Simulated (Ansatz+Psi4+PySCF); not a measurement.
## doublet H₄O₂(+) in separate pieces: levels of theory in one basis

```
atom    x (Å)    y (Å)    z (Å)
   O   0.1193   0.0000  -3.0000
   H  -0.4770   0.7632  -3.0000
   H  -0.4770  -0.7632  -3.0000
   O  -0.1193   0.0000   3.0000
   H   0.4770  -0.7632   3.0000
   H   0.4770   0.7632   3.0000
```

Basis set: cc-pVTZ (spherical functions). Frozen core: 2 orbitals. Correlation on ROHF uses semicanonical orbitals with singles. Charge 1, multiplicity 2.

Computed with Ansatz (development build ahead of 0.2.0); each method stands on the lowest determinant of its kind that the runs found.

| method | E − E(ROHF) (eV) | <S²> of the determinant |
| --- | --- | --- |
| ROHF | 0.00 | 0.75 |
| UHF | -0.14 | 0.76 |
| ROHF-MP2 | -12.66 | – |
| UHF-MP2 | -12.65 | 0.76 |
| ROHF-CCSD | -13.23 | – |
| UHF-CCSD | -13.23 | 0.76 |
| ROHF-CCSD(T) | -13.57 | – |
| UHF-CCSD(T) | -13.57 | 0.76 |

(1) Is a single determinant a sound starting point here?

Results:

(1) Only with care. Unrestricted orbitals gain 0.14 eV and <S²> is 0.76 against 0.75 for a pure state, but several determinants compete.

Caution: the charge can sit on one fragment and break the point group; the determinant breaks the point group. Caution for ROHF-MP2, UHF-MP2: MP2 on this radical cation hangs on the determinant chosen; another reference gives a lower total.
